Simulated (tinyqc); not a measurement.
Inside a calculation (part 3 of 3). Method: UHF in the sto-3g basis, for NH3+, spin multiplicity 2. Computed by tinyqc, a small Python program that keeps every step (integrals from PySCF). Command: `OMP_NUM_THREADS=1 python tinyqc.py 22728 22729 out.jsonl` (the two numbers bound the seeds that draw the settings). One thread of a shared host (Intel(R) Xeon(R) Processor @ 2.60GHz), about 0.1 s of CPU time with the checks.

Geometry (angstrom):
```
atom        x        y       z
N      0.0000   0.0000  0.1310
H      1.1500   0.0000  0.0000
H     -0.5750   0.9960  0.0000
H     -0.5750  -0.9960  0.0000
```

## Iteration 11 (converged): orbitals

converged F(alpha) (hartree), order 1N 1s, 1N 2s, 1N 2px, 1N 2py, 1N 2pz, 2H 1s, 3H 1s, 4H 1s:
```
[[-15.8721, -4.0340, 0.0000, 0.0000, 0.0015, -0.7237, -0.7236, -0.7236],
 [-4.0340, -2.4261, 0.0000, 0.0000, 0.0027, -0.8785, -0.8784, -0.8784],
 [0.0000, 0.0000, -0.8126, 0.0000, 0.0000, -0.5761, 0.2880, 0.2880],
 [0.0000, 0.0000, 0.0000, -0.8126, 0.0000, 0.0000, -0.4989, 0.4989],
 [0.0015, 0.0027, 0.0000, 0.0000, -0.8890, 0.0732, 0.0732, 0.0732],
 [-0.7237, -0.8785, -0.5761, 0.0000, 0.0732, -0.6826, -0.2201, -0.2201],
 [-0.7236, -0.8784, 0.2880, -0.4989, 0.0732, -0.2201, -0.6825, -0.2200],
 [-0.7236, -0.8784, 0.2880, 0.4989, 0.0732, -0.2201, -0.2200, -0.6825]]
```

converged F(beta) (hartree), order 1N 1s, 1N 2s, 1N 2px, 1N 2py, 1N 2pz, 2H 1s, 3H 1s, 4H 1s:
```
[[-15.8404, -3.9969, 0.0000, 0.0000, 0.0019, -0.7158, -0.7157, -0.7157],
 [-3.9969, -2.2103, 0.0000, 0.0000, 0.0742, -0.8441, -0.8440, -0.8440],
 [0.0000, 0.0000, -0.7080, 0.0000, 0.0000, -0.5749, 0.2874, 0.2874],
 [0.0000, 0.0000, 0.0000, -0.7080, 0.0000, 0.0000, -0.4979, 0.4979],
 [0.0019, 0.0742, 0.0000, 0.0000, -0.1153, 0.0624, 0.0624, 0.0624],
 [-0.7158, -0.8441, -0.5749, 0.0000, 0.0624, -0.7262, -0.2148, -0.2148],
 [-0.7157, -0.8440, 0.2874, -0.4979, 0.0624, -0.2148, -0.7262, -0.2147],
 [-0.7157, -0.8440, 0.2874, 0.4979, 0.0624, -0.2148, -0.2147, -0.7262]]
```

X, order 1N 1s, 1N 2s, 1N 2px, 1N 2py, 1N 2pz, 2H 1s, 3H 1s, 4H 1s:
```
[[1.0245, -0.1462, 0.0000, 0.0000, 0.0025, 0.0206, 0.0206, 0.0206],
 [-0.1462, 1.2617, 0.0000, 0.0000, -0.0251, -0.2454, -0.2454, -0.2454],
 [0.0000, 0.0000, 1.1132, 0.0000, 0.0000, -0.2525, 0.1262, 0.1262],
 [0.0000, 0.0000, 0.0000, 1.1132, 0.0000, 0.0000, -0.2187, 0.2187],
 [0.0025, -0.0251, 0.0000, 0.0000, 1.0026, 0.0258, 0.0258, 0.0258],
 [0.0206, -0.2454, -0.2525, 0.0000, 0.0258, 1.1594, -0.0334, -0.0334],
 [0.0206, -0.2454, 0.1262, -0.2187, 0.0258, -0.0334, 1.1594, -0.0334],
 [0.0206, -0.2454, 0.1262, 0.2187, 0.0258, -0.0334, -0.0334, 1.1594]]
```

Diagonalise F' = X^T F X, C = X C', fill 5 alpha and 4 beta electrons from the bottom; D(s) = C_occ C_occ^T. Each column has its largest component positive (the first on a tie).

F' = X^T F X (alpha) (hartree):
```
[[-15.5798, -2.0693, 0.0000, 0.0000, 0.0105, -0.0780, -0.0780, -0.0780],
 [-2.0693, -1.4378, 0.0000, 0.0000, -0.0447, -0.3954, -0.3953, -0.3953],
 [0.0000, 0.0000, -0.5655, 0.0000, 0.0000, -0.4524, 0.2262, 0.2262],
 [0.0000, 0.0000, 0.0000, -0.5655, 0.0000, 0.0000, -0.3918, 0.3918],
 [0.0105, -0.0447, 0.0000, 0.0000, -0.8827, 0.0516, 0.0516, 0.0516],
 [-0.0780, -0.3954, -0.4524, 0.0000, 0.0516, -0.2603, -0.0451, -0.0451],
 [-0.0780, -0.3953, 0.2262, -0.3918, 0.0516, -0.0451, -0.2603, -0.0451],
 [-0.0780, -0.3953, 0.2262, 0.3918, 0.0516, -0.0451, -0.0451, -0.2603]]
```

orbital energies (alpha) (hartree): [-15.8798, -1.5132, -0.9714, -0.9714, -0.8936, 0.0359, 0.1907, 0.1907]

coefficients C (alpha), order 1N 1s, 1N 2s, 1N 2px, 1N 2py, 1N 2pz, 2H 1s, 3H 1s, 4H 1s:
```
[[0.9936, -0.2428, 0.0000, 0.0000, -0.0162, -0.1605, 0.0000, 0.0000],
 [0.0288, 0.8960, 0.0000, 0.0000, 0.0888, 0.9915, 0.0000, -0.0002],
 [0.0000, 0.0000, 0.7152, 0.0000, 0.0000, -0.0001, 0.0000, -0.9074],
 [0.0000, 0.0000, 0.0000, 0.7152, 0.0000, 0.0000, 0.9074, 0.0000],
 [-0.0008, -0.0065, 0.0000, 0.0000, 0.9911, -0.1597, 0.0000, 0.0000],
 [-0.0052, 0.0963, 0.3719, 0.0000, -0.0464, -0.6690, 0.0000, 0.9350],
 [-0.0052, 0.0963, -0.1860, 0.3221, -0.0465, -0.6692, -0.8096, -0.4673],
 [-0.0052, 0.0963, -0.1860, -0.3221, -0.0465, -0.6692, 0.8096, -0.4673]]
```

F' = X^T F X (beta) (hartree):
```
[[-15.5528, -2.0638, 0.0000, 0.0000, 0.0017, -0.0773, -0.0772, -0.0772],
 [-2.0638, -1.1798, 0.0000, 0.0000, 0.0323, -0.3961, -0.3961, -0.3961],
 [0.0000, 0.0000, -0.4416, 0.0000, 0.0000, -0.4653, 0.2327, 0.2327],
 [0.0000, 0.0000, 0.0000, -0.4416, 0.0000, 0.0000, -0.4030, 0.4030],
 [0.0017, 0.0323, 0.0000, 0.0000, -0.1102, 0.0408, 0.0408, 0.0408],
 [-0.0773, -0.3961, -0.4653, 0.0000, 0.0408, -0.3203, -0.0444, -0.0444],
 [-0.0772, -0.3961, 0.2327, -0.4030, 0.0408, -0.0444, -0.3203, -0.0444],
 [-0.0772, -0.3961, 0.2327, 0.4030, 0.0408, -0.0444, -0.0444, -0.3203]]
```

orbital energies (beta) (hartree): [-15.8466, -1.3546, -0.9346, -0.9346, -0.1158, 0.0651, 0.2171, 0.2172]

coefficients C (beta), order 1N 1s, 1N 2s, 1N 2px, 1N 2py, 1N 2pz, 2H 1s, 3H 1s, 4H 1s:
```
[[0.9944, -0.2238, 0.0000, 0.0000, -0.0498, -0.1759, 0.0000, 0.0000],
 [0.0256, 0.7956, 0.0000, 0.0000, 0.2595, 1.0458, 0.0000, 0.0003],
 [0.0000, 0.0000, 0.6396, 0.0000, 0.0000, -0.0002, 0.0000, 0.9622],
 [0.0000, 0.0000, 0.0000, 0.6395, 0.0000, 0.0000, 0.9622, 0.0000],
 [-0.0008, -0.0486, 0.0000, 0.0000, 0.9643, -0.2751, 0.0000, 0.0000],
 [-0.0046, 0.1593, 0.4463, 0.0000, -0.1146, -0.6484, 0.0000, -0.9019],
 [-0.0046, 0.1593, -0.2231, 0.3865, -0.1146, -0.6487, -0.7809, 0.4507],
 [-0.0046, 0.1593, -0.2231, -0.3865, -0.1146, -0.6487, 0.7809, 0.4507]]
```

D(alpha) after iteration 11, order 1N 1s, 1N 2s, 1N 2px, 1N 2py, 1N 2pz, 2H 1s, 3H 1s, 4H 1s:
```
[[1.0465, -0.1904, 0.0000, 0.0000, -0.0152, -0.0278, -0.0278, -0.0278],
 [-0.1904, 0.8116, 0.0000, 0.0000, 0.0821, 0.0820, 0.0820, 0.0820],
 [0.0000, 0.0000, 0.5116, 0.0000, 0.0000, 0.2660, -0.1330, -0.1330],
 [0.0000, 0.0000, 0.0000, 0.5116, 0.0000, 0.0000, 0.2304, -0.2304],
 [-0.0152, 0.0821, 0.0000, 0.0000, 0.9824, -0.0467, -0.0467, -0.0467],
 [-0.0278, 0.0820, 0.2660, 0.0000, -0.0467, 0.1498, -0.0577, -0.0577],
 [-0.0278, 0.0820, -0.1330, 0.2304, -0.0467, -0.0577, 0.1498, -0.0577],
 [-0.0278, 0.0820, -0.1330, -0.2304, -0.0467, -0.0577, -0.0577, 0.1498]]
```

D(beta) after iteration 11, order 1N 1s, 1N 2s, 1N 2px, 1N 2py, 1N 2pz, 2H 1s, 3H 1s, 4H 1s:
```
[[1.0388, -0.1526, 0.0000, 0.0000, 0.0101, -0.0402, -0.0402, -0.0402],
 [-0.1526, 0.6337, 0.0000, 0.0000, -0.0387, 0.1266, 0.1266, 0.1266],
 [0.0000, 0.0000, 0.4090, 0.0000, 0.0000, 0.2854, -0.1427, -0.1427],
 [0.0000, 0.0000, 0.0000, 0.4090, 0.0000, 0.0000, 0.2472, -0.2472],
 [0.0101, -0.0387, 0.0000, 0.0000, 0.0024, -0.0077, -0.0077, -0.0077],
 [-0.0402, 0.1266, 0.2854, 0.0000, -0.0077, 0.2245, -0.0742, -0.0742],
 [-0.0402, 0.1266, -0.1427, 0.2472, -0.0077, -0.0742, 0.2245, -0.0742],
 [-0.0402, 0.1266, -0.1427, -0.2472, -0.0077, -0.0742, -0.0742, 0.2245]]
```

Within a degenerate level the vectors are fixed only up to a rotation; this is one choice.

## Convergence

Stop when the energy changes by less than 1e-09 hartree and every element of the error matrix X^T (F D S - S D F) X (for each spin) is below 9e-06.

Course of the cycle:
```
iteration  E (hartree)     change  largest element of the error matrix
1           -55.041970          -                             1.85e-01
2           -55.171356  -1.29e-01                             4.48e-02
3           -55.180481  -9.12e-03                             1.22e-02
4           -55.181686  -1.20e-03                             4.40e-03
5           -55.181865  -1.79e-04                             2.47e-03
6           -55.181971  -1.07e-04                             1.25e-03
7           -55.181993  -2.13e-05                             1.33e-04
8           -55.181993  -1.53e-07                             5.30e-05
9           -55.181993  -2.63e-08                             1.81e-05
10          -55.181993  -2.75e-09                             7.77e-06
11          -55.181993  -3.08e-10                             1.98e-06
```

PySCF UHF in the same basis, after a stability check = -55.181993 hartree

Converged in 11 iterations.

## Populations, bond orders and dipole

overlap S, order 1N 1s, 1N 2s, 1N 2px, 1N 2py, 1N 2pz, 2H 1s, 3H 1s, 4H 1s:
```
[[1.0000, 0.2350, 0.0000, 0.0000, 0.0000, 0.0414, 0.0414, 0.0414],
 [0.2350, 1.0000, 0.0000, 0.0000, 0.0000, 0.4085, 0.4085, 0.4085],
 [0.0000, 0.0000, 1.0000, 0.0000, 0.0000, 0.3835, -0.1917, -0.1917],
 [0.0000, 0.0000, 0.0000, 1.0000, 0.0000, 0.0000, 0.3321, -0.3321],
 [0.0000, 0.0000, 0.0000, 0.0000, 1.0000, -0.0437, -0.0437, -0.0437],
 [0.0414, 0.4085, 0.3835, 0.0000, -0.0437, 1.0000, 0.1208, 0.1208],
 [0.0414, 0.4085, -0.1917, 0.3321, -0.0437, 0.1208, 1.0000, 0.1208],
 [0.0414, 0.4085, -0.1917, -0.3321, -0.0437, 0.1208, 0.1208, 1.0000]]
```

Mulliken: Z minus the diagonal of D S on the atom; Loewdin: the same with S^(1/2) D S^(1/2); Mayer order: 2 sum_s sum (D(s) S)_ij (D(s) S)_ji over the two atoms.

Charges (e):
```
atom  Mulliken  Loewdin  Mulliken spin
1N     -0.0840   0.1342         1.2827
2H      0.3613   0.2886        -0.0942
3H      0.3613   0.2886        -0.0942
4H      0.3613   0.2886        -0.0942
```

Mayer bond orders:
```
pair   order
2-1   0.8300
3-1   0.8300
3-2   0.0153
4-1   0.8300
4-2   0.0153
4-3   0.0153
```

dipole moment about the origin, x y z (debye): [-0.0001, 0.0000, -0.0109]

<S^2> of the determinant (pure state: 0.75) = 0.7714
